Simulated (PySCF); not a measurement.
# Relaxation of triplet Si(OH)₂

These are results of UPBE0 in PySCF with Si def2-TZVP, O def2-TZVP, H def2-TZVP; no relativity; density-fitted integrals, not measurements. A (50,194) grid was used.

A hand-made bent (heavy-atom frame) start, of C2 symmetry, held to at least that symmetry:

```xyz
5
charge 0 multiplicity 3, angstrom
Si    0.0000    0.0000   -0.5748
O     1.4663    0.0000    0.4519
O    -1.4663    0.0000    0.4519
H     1.9718   -0.7354    0.8058
H    -1.9718    0.7354    0.8058
```

At each step, columns x, y, z (Å) and Fx, Fy, Fz (eV/Å):

```
step 0  E − E(last) = 71.31 kJ/mol
Si   0.000   0.000  -0.575   0.000   0.000   3.982
O    1.466   0.000   0.452  -1.892   0.855  -1.554
O   -1.466   0.000   0.452   1.892  -0.855  -1.554
H    1.972  -0.735   0.806  -0.523  -0.439  -0.436
H   -1.972   0.735   0.806   0.523   0.439  -0.436
step 1  E − E(last) = 9.48 kJ/mol
Si   0.000   0.000  -0.431   0.000   0.000   1.038
O    1.431   0.043   0.439  -0.127  -0.035  -0.123
O   -1.431  -0.043   0.439   0.127   0.035  -0.123
H    1.908  -0.744   0.747  -0.590   0.255  -0.396
H   -1.908   0.744   0.747   0.590  -0.255  -0.396
step 2  E − E(last) = 2.60 kJ/mol
Si   0.000   0.000  -0.384   0.000   0.000  -0.552
O    1.413   0.076   0.433   0.614   0.048   0.413
O   -1.413  -0.076   0.433  -0.614  -0.048   0.413
H    1.831  -0.739   0.729  -0.151   0.050  -0.137
H   -1.831   0.739   0.729   0.151  -0.050  -0.137
step 3  E − E(last) = 0.54 kJ/mol
Si   0.000   0.000  -0.368   0.000   0.000  -0.138
O    1.428   0.086   0.456   0.220  -0.101   0.176
O   -1.428  -0.086   0.456  -0.220   0.101   0.176
H    1.843  -0.750   0.699  -0.145   0.148  -0.107
H   -1.843   0.750   0.699   0.145  -0.148  -0.107
step 4  E − E(last) = 0.06 kJ/mol
Si   0.000   0.000  -0.360   0.000   0.000   0.009
O    1.429   0.093   0.472   0.034  -0.078   0.033
O   -1.429  -0.093   0.472  -0.034   0.078   0.033
H    1.838  -0.754   0.678  -0.051   0.083  -0.038
H   -1.838   0.754   0.678   0.051  -0.083  -0.038
step 5  E − E(last) = 0.01 kJ/mol
Si   0.000   0.000  -0.357   0.000   0.000   0.018
O    1.428   0.093   0.478  -0.008  -0.008  -0.001
O   -1.428  -0.093   0.478   0.008   0.008  -0.001
H    1.839  -0.754   0.671  -0.003   0.007  -0.008
H   -1.839   0.754   0.671   0.003  -0.007  -0.008
step 6  E − E(last) = 0.01 kJ/mol
Si   0.000   0.000  -0.351   0.000   0.000   0.002
O    1.427   0.092   0.486   0.033  -0.053   0.006
O   -1.427  -0.092   0.486  -0.033   0.053   0.006
H    1.845  -0.756   0.660  -0.022   0.052  -0.007
H   -1.845   0.756   0.660   0.022  -0.052  -0.007
step 7  E − E(last) = 0.00 kJ/mol
Si   0.000   0.000  -0.352   0.000   0.000  -0.001
O    1.428   0.091   0.483  -0.002   0.005  -0.001
O   -1.428  -0.091   0.483   0.002  -0.005  -0.001
H    1.844  -0.755   0.663   0.004  -0.006   0.001
H   -1.844   0.755   0.663  -0.004   0.006   0.001
step 8  E − E(last) = 0.00 kJ/mol
Si   0.000   0.000  -0.351   0.000   0.000   0.000
O    1.428   0.091   0.483   0.000   0.000   0.000
O   -1.428  -0.091   0.483   0.000   0.000   0.000
H    1.845  -0.756   0.663   0.000   0.000   0.000
H   -1.845   0.756   0.663   0.000   0.000   0.000
```

It ends at C2 with O–H 0.961 Å (×2), Si–O 1.656 Å (×2); H–O–Si 114.8° (×2), O–Si–O 119.5°. A frequency run shows a minimum. Other isomers or separated fragments may lie lower.

At this level a singlet minimum of C2v symmetry lies 246 kJ/mol below this structure.

The relaxation took 11 s on 4 threads of a shared Arm Neoverse V2 host, with 111 basis functions and 9 gradients; the process peaked at 0.75 GiB.
